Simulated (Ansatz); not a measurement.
A calculation with Ansatz (development build ahead of 0.2.0).

```yaml
crystal:
  periodic: [false, false, false]
  atoms:
    - { symbol: "N", position_ang: [0.0, 0.0, -0.64242] }
    - { symbol: S, position_ang: [0.0, 0.0, 0.64242] }
basis:
  gaussian: { orbitals: "6-31G" }
magnetization:
  initial_magnetization: 1
hamiltonian:
  xc: hf
correlation:
  method: ccsd_t
  frozen_orbitals: { "N": 1, S: 5 }
```

The input is written out in the form of the current development build from the run's settings. Correlation on restricted open-shell orbitals is semicanonical, with singles.

Output:

```
Converged          : yes
Reference energy   : -451.67693 hartree
Correlation energy : -0.16206 hartree
Total energy       : -451.83899 hartree
```
